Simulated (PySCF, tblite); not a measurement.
**sulfur difluoride and dimethyl ether**

A gas-phase complex of sulfur difluoride and dimethyl ether; neutral, singlet. The structure comes from a short search (6 tight-binding starts) and was relaxed by PBE0-D3(BJ)/def2-SVPD; another way of binding may lie lower. No frequency run checks that it is a minimum.

Parts: 1 = sulfur difluoride (FSF), atoms 1–3; 2 = dimethyl ether (COC), atoms 4–12.

Coordinates in Å:
```
F1     -0.541    0.897    0.273
S2      1.032    1.168    0.644
F3      1.479   -0.409    0.485
C4     -0.179    3.961   -0.394
O5      0.253    3.441    0.840
C6     -0.690    3.596    1.874
H7     -1.098    3.455   -0.736
H8      0.621    3.786   -1.122
H9     -0.371    5.043   -0.310
H10    -1.635    3.083    1.626
H11    -0.894    4.665    2.051
H12    -0.263    3.150    2.779
```

| contact | kind (by geometry) | distance (Å) | angle (°) |
| --- | --- | --- | --- |
| F3–S2···O5 | chalcogen bond | 2.411 | 177 |

Interaction energies are complex less parts, with the parts frozen as they stand in it; counterpoise-corrected, in kcal/mol (PySCF).

Question: How strongly do the parts interact, level by level?

Answer: 
```csv
level,interaction,superposition error removed
wB97M-D3(BJ)/def2-SVPD,-7.84,-1.86
PBE0-D3(BJ)/def2-SVPD,-8.64,-1.94
```

Question: What holds them together? Decompose the wB97M-D3(BJ)/def2-SVPD energy: frozen parts, their antisymmetrised product, then relaxation.

Answer: electrostatic -20.5, Pauli repulsion +26.3, orbital relaxation -13.1, dispersion correction -2.4 kcal/mol, which sum to the value before the counterpoise correction; the Pauli term holds the exchange-correlation of the frozen density too. Of the attraction, 57 % is electrostatic, 36 % is orbital relaxation, 7 % is dispersion correction.

The parts were also relaxed and run alone, at the levels used for the complex: shieldings by PBE0/pcSseg-1; core levels by delta-SCF with SCAN, pcX-2 on the ionised atom and pcseg-1 elsewhere, spin-free X2C (2p3/2 is the spin-free 2p value less a third of a first-order spin-orbit splitting).

Question: How do these values change when the complex forms?

Answer: 
```csv
property,alone,in the complex,change
F3–S2 bond (Å),1.622,1.647,+0.025
shielding of S2 (ppm),-957.9,-827.4,+130.5
shielding of O5 (ppm),333.9,304.2,-29.7
shielding of F3 (ppm),357.6,298.5,-59.1
F1 1s core level (eV),693.80,692.61,-1.18
S2 2p3/2 core level (eV),174.13,172.52,-1.61
O5 1s core level (eV),538.55,539.21,+0.66
```

The 4 runs behind this took 100 s in all, one thread each of Arm Neoverse V2 on a shared host, launched as `OMP_NUM_THREADS=1 python cluster_run.py task.json out`.
